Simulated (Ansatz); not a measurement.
```yaml
crystal:
  periodic: [false, false, false]
  atoms:
    - {symbol: P, position_ang: [-1.655089, -0.363620, -0.003279]}
    - {symbol: P, position_ang: [0.079557, 0.808319, 0.006253]}
    - {symbol: P, position_ang: [1.656622, -0.469362, -0.003142]}
    - {symbol: H, position_ang: [-2.491900, 0.757899, 0.005126]}
basis:
  gaussian: {orbitals: def2-TZVP}
magnetization: {spin_polarized: true, initial_magnetization: 2}
hamiltonian: {xc: pbe0}
relax: {f_tol: 0.004, max_steps: 80}
```

```sh
$ ansatz run in.yaml --threads 1 --pin off --events-out ev --progress --plain --max-ram 2176MiB
```

Steps of the relaxation (energy above the last step; positions in Å, forces in eV/Å):

```
4
step 1, 26.7 meV
P    -1.655   -0.364   -0.003    0.271   -0.711   -0.005
P     0.080    0.808    0.006   -0.043    0.473    0.004
P     1.657   -0.469   -0.003    0.116   -0.258   -0.002
H    -2.492    0.758    0.005   -0.344    0.496    0.004
```

```
4
step 2, 5.1 meV
P    -1.622   -0.381   -0.003    0.170   -0.102   -0.001
P     0.078    0.861    0.007    0.001    0.056    0.000
P     1.610   -0.494   -0.003    0.056   -0.077   -0.001
H    -2.477    0.748    0.005   -0.227    0.124    0.001
```

```
4
step 3, 1.0 meV
P    -1.599   -0.366   -0.003    0.037    0.070    0.001
P     0.101    0.885    0.007   -0.030   -0.103   -0.001
P     1.608   -0.517   -0.004   -0.084    0.064    0.000
H    -2.520    0.731    0.005    0.077   -0.031    0.000
```

```
4
step 6, 0.0 meV
P    -1.598   -0.368   -0.003    0.001    0.001    0.000
P     0.094    0.882    0.007   -0.003    0.000    0.000
P     1.601   -0.513   -0.003    0.002   -0.001    0.000
H    -2.508    0.733    0.005    0.000    0.000    0.000
```

Close pairs at the end: P1–H4 1.429 Å, P2–P3 2.053 Å, P1–P2 2.103 Å.

A stationary point of unrestricted PBE0 after 6 steps, with ⟨S²⟩ = 2.094 against 2.00 for a pure state; no frequencies were run, so it isn't proven a minimum. 38 s on 1 thread of Arm Neoverse V2, shared host.
